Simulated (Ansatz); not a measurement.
Results of PBE+U (ortho-atomic projectors) (Ansatz, a program for electronic structure, plane waves, PAW) for corundum Cr2O3.

Numerical settings: plane-wave cutoff 520 eV, 8×8×8 k mesh, U_eff Cr 3.7 eV, perturbation theory, spin-polarised with opposed moments, scalar-relativistic PAW data made under PBE.

Computed at the level's own relaxed cell.

### Question
What does this level give for the high-frequency dielectric constant (mean over three axes) and static dielectric constant (mean over three axes)?

### Answer

* **high-frequency dielectric constant (mean over three axes)**: 6.13
* **static dielectric constant (mean over three axes)**: 11.0

Measured, for comparison: static dielectric constant 12.8 (temperature not stated, no zero-point or thermal correction, polycrystalline average of the tensor's eigenvalues; as tabulated in Petousis et al. (2017), doi:10.1038/sdata.2016.134). Computed (rounded) less measured: static dielectric constant -14 %.

It cost roughly 2.7 core-hours of CPU time.
